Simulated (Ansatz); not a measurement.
SiPH₃ (H-bridged), triplet: the ladder up to UCCSDT(Q)

Geometry: that of the SiPH3 (H-bridged), singlet, kept fixed. The singlet lies 1.5 eV lower here.

```xyz
5

Si   -0.0282    0.0000    1.0177
P    -0.0215    0.0000   -1.0416
H     1.2627    0.0000   -0.1869
H     0.0919    1.1877    1.9190
H     0.0919   -1.1877    1.9190
```

Basis cc-pVDZ; Ansatz 0.2.0. Correlated methods freeze the noble-gas cores, which leaves 12 electrons in 41 orbitals. Prefix R: restricted or restricted open-shell reference; prefix U: unrestricted. Active spaces: valence = (12e, 11o) chosen from the atoms' valence shells.

Full CI isn't at hand for all of this; UCCSDT(Q) serves as the reference, and is uncertain by the last step of the cluster series or more. The frozen core follows each run's orbitals, which can shift R against U totals by a few meV.

For open shells CISD is restricted-active-space CI with the open shells as a complete middle space.

The UHF ⟨S²⟩ is 2.052, the T1 diagnostic (RCCSD) is 0.0264 and the largest doubles amplitude (RCCSD) is 0.046. The T1 diagnostic (UCCSD) is 0.0217.

```json
{"level": "RHF", "E − E(UCCSDT(Q)) (kJ/mol)": "678.5", "share of correlation (%)": "0.00", "wall time": "–"}
{"level": "UHF", "E − E(UCCSDT(Q)) (kJ/mol)": "654.6", "share of correlation (%)": "3.51", "wall time": "–"}
{"level": "RMP2", "E − E(UCCSDT(Q)) (kJ/mol)": "127.9", "share of correlation (%)": "81.15", "wall time": "–"}
{"level": "UMP2", "E − E(UCCSDT(Q)) (kJ/mol)": "134.1", "share of correlation (%)": "80.24", "wall time": "–"}
{"level": "CISD", "E − E(UCCSDT(Q)) (kJ/mol)": "85.5", "share of correlation (%)": "87.41", "wall time": "4.1 s"}
{"level": "RCCSD", "E − E(UCCSDT(Q)) (kJ/mol)": "26.7", "share of correlation (%)": "96.06", "wall time": "–"}
{"level": "UCCSD", "E − E(UCCSDT(Q)) (kJ/mol)": "26.0", "share of correlation (%)": "96.17", "wall time": "–"}
{"level": "RCCSD(T)", "E − E(UCCSDT(Q)) (kJ/mol)": "4.8", "share of correlation (%)": "99.29", "wall time": "2.4 s"}
{"level": "UCCSD(T)", "E − E(UCCSDT(Q)) (kJ/mol)": "5.0", "share of correlation (%)": "99.26", "wall time": "2.9 s"}
{"level": "BCCD(T)", "E − E(UCCSDT(Q)) (kJ/mol)": "4.8", "share of correlation (%)": "99.29", "wall time": "2.9 s"}
{"level": "RCCSDT", "E − E(UCCSDT(Q)) (kJ/mol)": "1.4", "share of correlation (%)": "99.80", "wall time": "–"}
{"level": "UCCSDT", "E − E(UCCSDT(Q)) (kJ/mol)": "1.3", "share of correlation (%)": "99.81", "wall time": "–"}
{"level": "RCCSDT(Q)", "E − E(UCCSDT(Q)) (kJ/mol)": "0.1", "share of correlation (%)": "99.99", "wall time": "41 s"}
{"level": "CASSCF (valence space)", "E − E(UCCSDT(Q)) (kJ/mol)": "471.9", "share of correlation (%)": "30.45", "wall time": "–"}
{"level": "NEVPT2 (valence space)", "E − E(UCCSDT(Q)) (kJ/mol)": "117.5", "share of correlation (%)": "82.68", "wall time": "16 s"}
```

The correlation energy at UCCSDT(Q), counted from RHF, is -7.032 eV. That run took 36 s on 1 thread of Arm Neoverse V1, shared host.

Times hold each run's SCF and search for its determinant on a shared host, so for small cases they say little of a method's own cost; they ran on 1 thread of Arm Neoverse V1.

Natural occupations of CASSCF (valence space) about the gap: 1.977 1.971 1.970 1.960 1.001 0.999 0.045 0.042 0.024 0.019; effectively unpaired electrons, Σ n²(2−n)², 2.03.
